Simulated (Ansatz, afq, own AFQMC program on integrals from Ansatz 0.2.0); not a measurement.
# Ta, quartet → Ta, sextet

A free Ta atom.

E(sextet, charge +0) − E(quartet, charge +0) at this geometry, on UHF and UHF determinants.

Basis def2-SVP with its core potentials. Only valence electrons are correlated. AFQMC by an in-house program on the Cholesky factors that Ansatz 0.2.0 writes for its CCSD(T) run. ph-AFQMC/CISD is guided by a CISD state made of CCSD amplitudes; releasing the constraint for a short imaginary time cuts its bias at the price of noise, slowly where states lie close. Error bars are statistical, one sigma. No spin–orbit coupling. The metal's outer-core s and p shells are frozen, which shifts wave-function levels against functionals. The errors of all members are added in quadrature.

Full CI on the same integrals is exact in this basis and with this determinant's frozen core.

Errors are counted within def2-SVP, not against nature.

Cautions: no spin-orbit coupling; outer-core shells of the metal frozen; Ta (quartet): the released energies have errors that jump between times, so the bars are unsure, so no released level is given (meV from the phaseless value at times in 1/Eh: -8.1 ± 1.3 at 0.60, -11.9 ± 2.3 at 1.20, -15.4 ± 0.9 at 2.00, -14 ± 6 at 3.00, -21.1 ± 0.8 at 4.20), its ph-AFQMC/CISD value lies 35.3 ± 0.9 meV above full CI; Ta (sextet): another spin lies lower.

Reference (full CI): 0.858 eV.

| level | vertical spin gap (eV) | error against FCI (eV) |
| --- | --- | --- |
| HF | 0.282 | -0.576 |
| MP2 | 0.651 | -0.208 |
| CCSD | 0.781 | -0.077 |
| CCSD(T) | 0.827 | -0.031 |
| CCSDT | 0.854 | -0.004 |
| CCSDT(Q) | 0.857 | -0.001 |
| CCSDTQ | 0.858 | 0.000 |
| ph-AFQMC/CISD | 0.833 ± 0.001 | -0.025 ± 0.001 |

Correlation beyond CCSD(T) adds 0.031 eV. The perturbative (T) step is worth +0.046 eV.

CCSDT and higher add their correlation energy to the determinant of the CCSD(T) run, since their own runs factorise the integrals more tightly (a shift of under 2 meV).
